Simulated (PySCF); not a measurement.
## Frontier orbitals and the lowest excitations

Compound: cyclohexane, C₆H₁₂.
Z-matrix (Å and degrees, PBE0-D3(BJ)/def2-SVP geometry), rows numbered from 1:
```
C 
C   1  1.5258
C   2  1.5259  1  111.57
C   3  1.5258  2  111.58  1   -54.46
C   4  1.5258  3  111.56  2    54.45
C   1  1.5258  2  111.56  3    54.44
H   1  1.1054  2  109.10  3   -66.17
H   1  1.1021  2  110.34  3   177.47
H   2  1.1021  1  110.34  3   123.03
H   2  1.1054  1  109.10  3  -120.62
H   3  1.1054  2  109.09  1    66.14
H   3  1.1021  2  110.34  1  -177.51
H   4  1.1021  3  110.34  2   177.48
H   4  1.1054  3  109.11  2   -66.16
H   5  1.1021  4  110.34  3  -177.47
H   5  1.1054  4  109.10  3    66.18
H   6  1.1054  1  109.08  2    66.15
H   6  1.1021  1  110.35  2  -177.49
```

Method: TDDFT PBE0/def2-SVPD, vertical, gas phase, core orbitals frozen in the response in PySCF 2.14.0, density-fitted response routines.

Frontier orbitals with the atoms that hold most of them (Löwdin shares over 4%, at most four atoms):

```tsv
orbital	ε (eV)	atoms
HOMO-3	-9.44	C6 17%, C3 17%, H17 11%, H11 11%
HOMO-2	-8.70	C4 10%, C1 10%, C3 10%, C6 10%
HOMO-1	-8.36	C1 12%, C4 12%, C5 12%, C2 12%
HOMO	-8.36	C3 12%, C6 12%, C2 12%, C5 12%
LUMO	0.80	C3 8%, C6 8%, C5 8%, C2 8%
LUMO+1	1.34	H10 11%, H16 11%, H17 11%, H11 11%
LUMO+2	1.46	C1 11%, C4 11%, H13 11%, H8 11%
```

Within 0.005 eV of a neighbour in this list lie HOMO-1/HOMO (point group found: D3d); within a degenerate set the shares of single atoms can hang on how the components are chosen.

(1) How does S1 compare with the orbital gap of 9.16 eV?

Answers

(1) S1 is at 8.05 eV (f = 0.0000), 1.11 eV below the gap, made of HOMO-1/HOMO→LUMO (99%). S1/S2 lie within about 0.01 eV of each other. 

Next come S2 at 8.05 eV (f 0.0000), HOMO-1/HOMO→LUMO (99%); S3 at 8.39 eV (f 0.0000), HOMO-2→LUMO (97%); S4 at 8.55 eV (f 0.0000), HOMO-1/HOMO→LUMO+1 (99%); S5 at 8.55 eV (f 0.0000), HOMO-1/HOMO→LUMO+1 (99%).

Orbitals of the list HOMO-3 to LUMO+2 that lie within 0.01 eV of each other are written together with a slash and their weights summed (≥ marks a lower bound); for degenerate orbitals outside that list single weights are arbitrary.

One conformer stands for the species.
